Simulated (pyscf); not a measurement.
One four-centre exchange on the singlet surface with elements of a group swapped. ωB97M-D3(BJ)/def2-TZVP, kcal/mol, from the separated reactants. Structures and frequencies: ωB97X-D3(BJ)/def2-SVP in PySCF.

| step | barrier | reaction energy | imaginary mode (i cm⁻¹) |
|---|---|---|---|
| Cl–GaH₂ + HO–SiH₃ -> HO–GaH–Cl + SiH₄ | … | … | 252 |
| H₂Al–Cl + HO–SiH₃ → HO–AlH–Cl + SiH₄ | -10.0 | -14.7 | 287 |

**Question.** Some entries are withheld; supply them.

**Answer.** 
- Cl–GaH₂ + HO–SiH₃ -> HO–GaH–Cl + SiH₄, barrier: 8.2
- Cl–GaH₂ + HO–SiH₃ -> HO–GaH–Cl + SiH₄, reaction energy: +4.3

Row 1: On the reactant side the descent ends in an adduct with a Ga–O contact, 18.7 kcal/mol under the separated species and 22.2 kcal/mol under the saddle at ωB97X-D3(BJ)/def2-TZVP. On the product side the descent ends in a complex, 5.7 kcal/mol under the separated species and 6.1 kcal/mol under the saddle at ωB97X-D3(BJ)/def2-TZVP. Row 2: On the reactant side the descent ends in an adduct with a Al–O contact, 25.8 kcal/mol under the separated species and 12.3 kcal/mol under the saddle at ωB97X-D3(BJ)/def2-TZVP. On the product side the descent ends in a complex, 7.0 kcal/mol under the separated species and 8.2 kcal/mol under the saddle at ωB97X-D3(BJ)/def2-TZVP. Each row is the saddle that its search found. Elements up to Kr have no core potential and no relativistic terms here.
